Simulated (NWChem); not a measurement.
Program: NWChem. System: B, charge 2, spin multiplicity 2. Its SCF solution wasn't tested for a lower state. Level: ROCCSD(T)/def2-TZVPD, 1 core orbitals frozen.

Input file:

```
start mol
memory heap 100 mb stack 700 mb global 1900 mb
charge 2
geometry units angstroms nocenter noautoz
  B      0.000000     0.000000     0.000000
  symmetry group D2h
end
basis spherical
  * library def2-tzvpd
end
scf
  rohf
  nopen 1
  maxiter 100
  thresh 1e-7
  semidirect memsize 60000000 filesize 0
  # guess.movecs holds the orbitals of an unrestricted PBE0 run
  vectors input guess.movecs output mol.movecs
end
tce
  freeze core 1
  ccsd(t)
  2eorb
  2emet 13
  thresh 1e-6
  maxiter 100
  tilesize 24
end
task tce energy
```

NWChem printed:

```
             Northwest Computational Chemistry Package (NWChem) 7.3.0
             --------------------------------------------------------

                                NWChem Input Module
                                -------------------

 Scaling coordinates for geometry "geometry" by  1.889725989
 (inverse scale =  0.529177249)

                             Geometry "geometry" -> ""
                             -------------------------

 Output coordinates in angstroms (scale by  1.889725989 to convert to a.u.)

  No.       Tag          Charge          X              Y              Z
 ---- ---------------- ---------- -------------- -------------- --------------
    1 B                    5.0000     0.00000000     0.00000000     0.00000000

 Effective nuclear repulsion energy (a.u.)       0.0000000000

            Nuclear Dipole moment (a.u.)
            ----------------------------
        X                 Y               Z
 ---------------- ---------------- ----------------
     0.0000000000     0.0000000000     0.0000000000

      Symmetry information
      --------------------

 Group name             D2h
 Group number             26
 Group order               8
 No. of unique centers     1

      Symmetry unique atoms

     1


 Summary of "ao basis" -> "" (spherical)
 ------------------------------------------------------------------------------
       Tag                 Description            Shells   Functions and Types
 ---------------- ------------------------------  ------  ---------------------
 *                         def2-tzvpd                 on all atoms

 Summary of "ao basis" -> "ao basis" (spherical)
 ------------------------------------------------------------------------------
       Tag                 Description            Shells   Functions and Types
 ---------------- ------------------------------  ------  ---------------------
 B                         def2-tzvpd               13       37   6s3p3d1f

                                 NWChem SCF Module
                                 -----------------

  ao basis        = "ao basis"
  functions       =    37
  atoms           =     1
  closed shells   =     1
  open shells     =     1
  charge          =   2.00
  wavefunction    = ROHF
  use symmetry    = T
  symmetry adapt  = T

 Summary of "ao basis" -> "ao basis" (spherical)
 ------------------------------------------------------------------------------
       Tag                 Description            Shells   Functions and Types
 ---------------- ------------------------------  ------  ---------------------
 B                         def2-tzvpd               13       37   6s3p3d1f

      Symmetry analysis of basis
      --------------------------

        ag         12
        au          1
        b1g         3
        b1u         5
        b2g         3
        b2u         5
        b3g         3
        b3u         5

 Forming initial guess at       0.0s

      Symmetry analysis of molecular orbitals - initial
      -------------------------------------------------

  Numbering of irreducible representations:

     1 ag          2 au          3 b1g         4 b1u         5 b2g
     6 b2u         7 b3g         8 b3u

  Orbital symmetries:

     1 ag          2 ag          3 b3u         4 b2u         5 b1u
     6 ag          7 b3u         8 b2u         9 b1u        10 ag
    11 b1g        12 b3g

 Starting SCF solution at       0.1s

 ----------------------------------------------
         Quadratically convergent ROHF

 Convergence threshold     :          1.000E-07
 Maximum no. of iterations :          100
 Final Fock-matrix accuracy:          1.000E-09
 ----------------------------------------------

              iter       energy          gnorm     gmax       time
             ----- ------------------- --------- --------- --------
                 1      -23.3747295355  1.80D-01  1.01D-01      0.1
                 2      -23.3753054615  1.36D-02  7.35D-03      0.1
                 3      -23.3753141146  6.45D-05  4.89D-05      0.1
                 4      -23.3753141150  9.49D-10  5.49D-10      0.2

       Final ROHF results
       ------------------

         Total SCF energy =    -23.375314115008
      One-electron energy =    -27.742323243796
      Two-electron energy =      4.367009128788
 Nuclear repulsion energy =      0.000000000000

        Time for solution =      0.1s

       Symmetry analysis of molecular orbitals - final
       -----------------------------------------------

  Numbering of irreducible representations:

     1 ag          2 au          3 b1g         4 b1u         5 b2g
     6 b2u         7 b3g         8 b3u

  Orbital symmetries:

     1 ag          2 ag          3 b3u         4 b2u         5 b1u
     6 ag          7 b1u         8 b3u         9 b2u        10 ag
    11 b2g        12 b3g

             Final eigenvalues
             -----------------

              1
    1   -8.8094
    2   -1.1138
    3   -0.6820
    4   -0.6820
    5   -0.6820
    6   -0.3172
    7   -0.2439
    8   -0.2439
    9   -0.2439
   10   -0.2238
   11   -0.2238
   12   -0.2238

                       ROHF Final Molecular Orbital Analysis
                       -------------------------------------

 Vector    2  Occ=1.000000D+00  E=-1.113751D+00  Symmetry=ag
              MO Center=  7.5D-37, -9.7D-37, -1.0D-37, r^2= 8.8D-01
   Bfn.  Coefficient  Atom+Function         Bfn.  Coefficient  Atom+Function
  ----- ------------  ---------------      ----- ------------  ---------------
     3      0.774446  1 B  s                  4      0.350403  1 B  s
     2     -0.286455  1 B  s

 Vector    3  Occ=0.000000D+00  E=-6.820181D-01  Symmetry=b3u
              MO Center=  1.7D-20, -7.2D-34,  3.1D-34, r^2= 1.2D+00
   Bfn.  Coefficient  Atom+Function         Bfn.  Coefficient  Atom+Function
  ----- ------------  ---------------      ----- ------------  ---------------
     7      0.565668  1 B  px                10      0.492968  1 B  px

 Vector    4  Occ=0.000000D+00  E=-6.820181D-01  Symmetry=b2u
              MO Center= -2.0D-31, -2.5D-20,  6.9D-32, r^2= 1.2D+00
   Bfn.  Coefficient  Atom+Function         Bfn.  Coefficient  Atom+Function
  ----- ------------  ---------------      ----- ------------  ---------------
     8      0.565668  1 B  py                11      0.492968  1 B  py

 Vector    5  Occ=0.000000D+00  E=-6.820181D-01  Symmetry=b1u
              MO Center=  2.5D-33,  2.5D-33, -3.6D-21, r^2= 1.2D+00
   Bfn.  Coefficient  Atom+Function         Bfn.  Coefficient  Atom+Function
  ----- ------------  ---------------      ----- ------------  ---------------
     9      0.565668  1 B  pz                12      0.492968  1 B  pz

 center of mass
 --------------
 x =   0.00000000 y =   0.00000000 z =   0.00000000

 moments of inertia (a.u.)
 ------------------
           0.000000000000           0.000000000000           0.000000000000
           0.000000000000           0.000000000000           0.000000000000
           0.000000000000           0.000000000000           0.000000000000

  Mulliken analysis of the total density
  --------------------------------------

    Atom       Charge   Shell Charges
 -----------   ------   -------------------------------------------------------
    1 B    5     3.00   0.92  1.06  0.70  0.32 -0.00  0.00  0.00  0.00  0.00  0.00  0.00  0.00  0.00

 Mulliken analysis of the open-shell density
 -------------------------------------------

    Atom       Charge   Shell Charges
 -----------   ------   -------------------------------------------------------
    1 B    5     1.00   0.02 -0.03  0.70  0.32 -0.00  0.00  0.00  0.00  0.00  0.00  0.00  0.00  0.00

       Multipole analysis of the density wrt the origin
       ------------------------------------------------

     L   x y z        total         open         nuclear
     -   - - -        -----         ----         -------
     0   0 0 0      2.000000     -1.000000      5.000000

     1   1 0 0      0.000000     -0.000000      0.000000
     1   0 1 0     -0.000000      0.000000      0.000000
     1   0 0 1     -0.000000      0.000000      0.000000

     2   2 0 0     -1.138504     -1.043319      0.000000
     2   1 1 0      0.000000     -0.000000      0.000000
     2   1 0 1      0.000000     -0.000000      0.000000
     2   0 2 0     -1.138504     -1.043319      0.000000
     2   0 1 1      0.000000     -0.000000      0.000000
     2   0 0 2     -1.138504     -1.043319      0.000000

                   NWChem Extensible Many-Electron Theory Module
                   ---------------------------------------------


            General Information
            -------------------
      Number of processors :     1
         Wavefunction type : Restricted open-shell Hartree-Fock
          No. of electrons :     3
           Alpha electrons :     2
            Beta electrons :     1
           No. of orbitals :    74
            Alpha orbitals :    37
             Beta orbitals :    37
        Alpha frozen cores :     1
         Beta frozen cores :     1
     Alpha frozen virtuals :     0
      Beta frozen virtuals :     0
         Spin multiplicity : doublet
    Number of AO functions :    37
       Number of AO shells :    13
        Use of symmetry is : on
      Symmetry adaption is : on
         Schwarz screening : 0.10D-09

          Correlation Information
          -----------------------
          Calculation type : Coupled-cluster singles & doubles w/ perturbation
   Perturbative correction : (T)
            Max iterations :      100
        Residual threshold : 0.10D-05
     T(0) DIIS level shift : 0.00D+00
     L(0) DIIS level shift : 0.00D+00
     T(1) DIIS level shift : 0.00D+00
     L(1) DIIS level shift : 0.00D+00
     T(R) DIIS level shift : 0.00D+00
     T(I) DIIS level shift : 0.00D+00
   CC-T/L Amplitude update :  5-th order DIIS
                I/O scheme : Global Array Library
        L-threshold :  0.10D-05
        EOM-threshold :  0.10D-05
 no EOMCCSD initial starts read in
 TCE RESTART OPTIONS
 SLICE:      F
 D4D5:       F
 quantumc:   F
 qrotation:  F
 pwtce:      F
 qducc:      F
 nacto:                         0
 nrotv:                         0
 nrot:                          0

            Memory Information
            ------------------
          Available GA space size is     249034062 doubles
          Available MA space size is     104855220 doubles

 Maximum block size supplied by input
 Maximum block size        24 doubles

 tile_dim =     10

 -------------------------------------------------

 Global array virtual files algorithm will be used

 Parallel file system coherency ......... OK

 4-electron integrals stored in orbital form

 v2    file size   =            57292
 4-index algorithm nr.  13 is used
 imaxsize =       30
 imaxsize ichop =        0


CCSD iterations
 ---------------------------------------------------------
 Iter          Residuum       Correlation     Cpu    Wall
 ---------------------------------------------------------
    1   0.0000000000124  -0.0000000000000     0.0     0.0
 -----------------------------------------------------------------
 Iterations converged
 CCSD correlation energy / hartree =        -0.000000000000000
 CCSD total energy / hartree       =       -23.375314115008198

 Singles contributions

 Doubles contributions
 CCSD(T)
 Using plain CCSD(T) code
             total no. of tasks           15
 total no. of tasks / no. procs           15
                         wl_min           10           1.5
                         wl_max         1000           3.2
        thresh for no. of tasks           15

 CCSD[T]  correction energy / hartree =         0.000000000000000
 CCSD[T] correlation energy / hartree =        -0.000000000000000
 CCSD[T] total energy / hartree       =       -23.375314115008198
 CCSD(T)  correction energy / hartree =         0.000000000000000
 CCSD(T) correlation energy / hartree =        -0.000000000000000
 CCSD(T) total energy / hartree       =       -23.375314115008198

 Task  times  cpu:        0.9s     wall:        0.9s

 Total times  cpu:        1.0s     wall:        1.0s
```
